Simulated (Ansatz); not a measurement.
Geometry optimisation, RKS PBE-D4/6-31G* in Ansatz.

The input (input.yaml):

```yaml
crystal:
  periodic: [false, false, false]
  atoms:
    - { symbol: Al, position_ang: [0.056721, -0.510943, -0.474711] }
    - { symbol: Cl, position_ang: [-0.000695, 0.00353, 2.912653] }
    - { symbol: H, position_ang: [1.398129, 0.341123, -0.570739] }
    - { symbol: H, position_ang: [-1.421415, -0.10923, -0.940338] }
    - { symbol: S, position_ang: [0.33117, -2.611549, 0.292303] }
    - { symbol: H, position_ang: [-0.977714, -2.962621, 0.119405] }
    - { symbol: H, position_ang: [0.134604, -1.274211, 2.512628] }
basis:
  gaussian: { orbitals: "6-31G*" }
hamiltonian:
  xc: pbe
  dispersion: d4
relax:
  f_tol: 0.03
  max_steps: 50
output:
  orbitals: {}
```

Launched with:

```bash
$ ansatz run input.yaml --threads 1 --pin off --max-ram 2048MiB --backend cpu --events-out ev --progress --plain --runs-dir out
```

Problem. Where does it end, and by what steps?

Solution. It converged. After 20 steps the energy has fallen by 0.982 eV; H7 moved furthest, 1.76 Å. Parted: Cl2–H7 (1.35 → 3.40 Å). Joined: Al1–Cl2 (3.43 → 2.16 Å), S5–H7 (2.60 → 1.36 Å).

```
step  energy less start (eV)  largest force component (eV/Å)  accepted
   0                  0.0000                           0.772       yes
   1                 -0.0542                           0.164       yes
   2                 -0.1081                           0.366       yes
   3                 -0.1271                           0.326       yes
   4                 -0.1331                           0.227       yes
   5                 -0.1676                           0.273       yes
   6                 -0.1945                           0.543       yes
   7                 -0.2997                           0.936       yes
   8                 -0.5143                           0.751       yes
   9                 -0.6063                           1.936       yes
  10                 -0.8131                           0.392       yes
  11                 -0.8107                           1.591        no
  12                 -0.8693                           0.240       yes
  13                 -0.9031                           0.188       yes
  14                 -0.9342                           0.097       yes
  15                 -0.9558                           0.099       yes
  16                 -0.9588                           0.521       yes
  17                 -0.9776                           0.061       yes
  18                 -0.9794                           0.059       yes
  19                 -0.9781                           0.245        no
  20                 -0.9820                           0.013       yes
```

```xyz
7
Properties=species:S:1:pos:R:3
Al -0.027 -0.009 0.100
Cl -0.585 0.471 2.131
H 1.508 0.251 -0.267
H -1.223 -0.011 -0.961
S 0.116 -2.549 0.350
H -1.078 -2.713 0.980
H 0.811 -2.564 1.519
```

The run took 45 s on 1 thread of Intel(R) Xeon(R) Platinum 8259CL CPU @ 2.50GHz (Skylake/Cascade Lake), on a shared host, peak memory 0.15 GiB.
